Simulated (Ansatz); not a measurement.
Cartesian coordinates in Å:
```
N 0.1511 0.5757 -0.0894
B -0.7337 -0.3920 0.3293
Cl -0.4177 -2.1080 0.2695
H -0.0639 1.5565 -0.0407
H 1.0642 0.3677 -0.4687
```

Charge 0, multiplicity 2.

Question: List the ωB97M-V/def2-TZVPP orbital energies in eV (the Gaussian-basis code of Ansatz). (An estimate is asked.)

Answer: Ansatz gave: α occupied: -2771.93, -395.14, -262.33, -199.81, -199.69, -199.68, -189.33, -27.75, -25.93, -17.64, -17.38, -14.53, -12.71, -11.97, -10.91, -7.73. α empty: 2.12, 2.32, 3.39, 4.00, 4.74, 5.07, 5.11, 6.71. β occupied: -2771.91, -395.13, -262.31, -199.77, -199.67, -199.64, -189.03, -27.66, -25.80, -17.44, -17.12, -14.16, -12.57, -11.67, -10.93. β empty: 0.13, 2.44, 2.52, 3.37, 4.13, 5.05, 5.09, 5.21. ⟨S²⟩ = 0.753.
